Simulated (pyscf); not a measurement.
Structures and frequencies: ωB97X-D3(BJ)/def2-SVP in PySCF. Correlated levels are frozen-core, on RHF or UHF. ΔMP2 is the change of the MP2 total energy from the triple- to the quadruple-zeta basis.

Problem. How much does it cost (ΔH, 298 K, CCSD(T)/def2-TZVPP + ΔMP2(QZVPP)) to split H₃C–Cd–OH (SMILES [CH3][Cd][OH]) at its Cd–O bond into [H₃C–Cd]• + OH•?

Solution. Cd–O to [H₃C–Cd]• + OH•: 3.73 eV. The radicals are drawn with the spin at the cut bond; how far it spreads was not checked. Other isomers of [H₃C–Cd]• were not searched in full and may lie lower. The CCSD(T) − MP2 part came from Ansatz, without density fitting, on the same reference. The frozen core leaves the outer d or s,p core shells of the metals and heavy elements correlated in the MP2 and CC values, and def2-TZVPP describes them poorly, which can shift differences by a few kcal/mol. Left out: the spin-orbit lowering of OH. Elements past Kr carry the def2 core potentials, without spin-orbit coupling.
